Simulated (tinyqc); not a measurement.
Worked calculation: CIS on RHF in the sto-6g basis, for H2O, spin multiplicity 1. One step of it, computed by the program tinyqc.

Problem. CIS matrix, singlets. A(ia,jb) = (e_a - e_i) d_ij d_ab + 2 (ia|jb) - (ij|ab).

orbital energies (hartree): MO1 -20.493934, MO2 -1.294422, MO3 -0.652661, MO4 -0.454589, MO5 -0.397950, MO6 0.634812, MO7 0.797781

Two-electron integrals over orbitals (pq|rs), unique and non-zero (hartree):
```
(11|11) 4.760885    (21|11) -0.424269   (21|21) 0.061345    (22|11) 1.017151
(22|21) -0.013503   (22|22) 0.733615    (31|31) 0.011380    (32|31) 0.018077
(32|32) 0.148432    (33|11) 0.813523    (33|21) -0.004109   (33|22) 0.654845
(33|33) 0.646448    (41|11) 0.187655    (41|21) -0.023698   (41|22) 0.016948
(41|33) 0.006183    (41|41) 0.030037    (42|11) -0.122181   (42|21) 0.009866
(42|22) 0.011578    (42|33) 0.007319    (42|41) 0.019569    (42|42) 0.122923
(43|31) -0.003517   (43|32) 0.017192    (43|43) 0.044852    (44|11) 1.027605
(44|21) -0.014113   (44|22) 0.685152    (44|33) 0.611409    (44|41) -0.012542
(44|42) -0.105135   (44|44) 0.811868    (51|51) 0.026739    (52|51) 0.032226
(52|52) 0.144175    (53|53) 0.029659    (54|51) -0.013309   (54|52) -0.045714
(54|54) 0.057021    (55|11) 1.117074    (55|21) -0.011157   (55|22) 0.749465
(55|33) 0.638064    (55|41) 0.004614    (55|42) -0.062475   (55|44) 0.742189
(55|55) 0.880663    (61|11) -0.269234   (61|21) 0.041781    (61|22) -0.002007
(61|33) -0.000125   (61|41) -0.003074   (61|42) 0.020245    (61|44) -0.019667
(61|55) -0.006284   (61|61) 0.036691    (62|11) 0.331645    (62|21) -0.008121
(62|22) 0.146371    (62|33) 0.077996    (62|41) 0.018924    (62|42) 0.019390
(62|44) 0.100277    (62|55) 0.164261    (62|61) 0.004295    (62|62) 0.104349
(63|31) 0.003203    (63|32) -0.043403   (63|43) -0.026081   (63|63) 0.072394
(64|11) 0.193904    (64|21) -0.000846   (64|22) 0.087351    (64|33) 0.040217
(64|41) 0.003431    (64|42) -0.020136   (64|44) 0.111042    (64|55) 0.102890
(64|61) 0.001582    (64|62) 0.061033    (64|64) 0.058271    (65|51) 0.016875
(65|52) 0.062068    (65|54) -0.003868   (65|65) 0.040203    (66|11) 0.812750
(66|21) -0.007621   (66|22) 0.618609    (66|33) 0.577786    (66|41) 0.022386
(66|42) 0.062110    (66|44) 0.550337    (66|55) 0.590927    (66|61) 0.006965
(66|62) 0.096437    (66|64) 0.042095    (66|66) 0.600551    (71|31) 0.016274
(71|32) 0.023886    (71|43) -0.005259   (71|63) 0.004173    (71|71) 0.023347
(72|31) 0.013731    (72|32) 0.037480    (72|43) -0.033201   (72|63) 0.036228
(72|71) 0.018541    (72|72) 0.060291    (73|11) 0.363669    (73|21) -0.007496
(73|22) 0.135424    (73|33) 0.092822    (73|41) -0.001170   (73|42) -0.072594
(73|44) 0.167226    (73|55) 0.187178    (73|61) -0.007110   (73|62) 0.079856
(73|64) 0.068695    (73|66) 0.036716    (73|73) 0.149470    (74|31) -0.009775
(74|32) -0.075835   (74|43) 0.007329    (74|63) 0.041733    (74|71) -0.013593
(74|72) -0.016797   (74|74) 0.066363    (75|53) 0.023691    (75|75) 0.024376
(76|31) 0.010078    (76|32) 0.103601    (76|43) 0.042657    (76|63) -0.067172
(76|71) 0.013437    (76|72) -0.009979   (76|74) -0.056859   (76|76) 0.119207
(77|11) 0.886152    (77|21) -0.009549   (77|22) 0.631112    (77|33) 0.620387
(77|41) 0.003808    (77|42) -0.013311   (77|44) 0.619722    (77|55) 0.631996
(77|61) -0.005882   (77|62) 0.072904    (77|64) 0.037398    (77|66) 0.571222
(77|73) 0.095872    (77|77) 0.628427
```

Give: CIS matrix A, singlet.

Solution.

CIS matrix A, singlet (hartree):
```
         1>6      1>7     2>6      2>7      3>6      3>7      4>6      4>7
1>6  20.3894   0.0000  0.0162   0.0000   0.0000  -0.0243  -0.0192   0.0000
1>7   0.0000  20.4523  0.0000   0.0466  -0.0017   0.0000   0.0000  -0.0310
2>6   0.0162   0.0000  1.5193   0.0000   0.0000   0.0561   0.0600   0.0000
2>7   0.0000   0.0466  0.0000   1.5817  -0.0311   0.0000   0.0000  -0.0203
3>6   0.0000  -0.0017  0.0000  -0.0311   0.8545   0.0000   0.0000   0.0408
3>7  -0.0243   0.0000  0.0561   0.0000   0.0000   1.1290   0.0947   0.0000
4>6  -0.0192   0.0000  0.0600   0.0000   0.0000   0.0947   0.6556   0.0000
4>7   0.0000  -0.0310  0.0000  -0.0203   0.0408   0.0000   0.0000   0.7654
5>6   0.0000   0.0000  0.0000   0.0000   0.0000   0.0000   0.0000   0.0000
5>7   0.0000   0.0000  0.0000   0.0000   0.0000   0.0000   0.0000   0.0000

        5>6     5>7
1>6  0.0000  0.0000
1>7  0.0000  0.0000
2>6  0.0000  0.0000
2>7  0.0000  0.0000
3>6  0.0000  0.0000
3>7  0.0000  0.0000
4>6  0.0000  0.0000
4>7  0.0000  0.0000
5>6  0.5222  0.0000
5>7  0.0000  0.6125
```
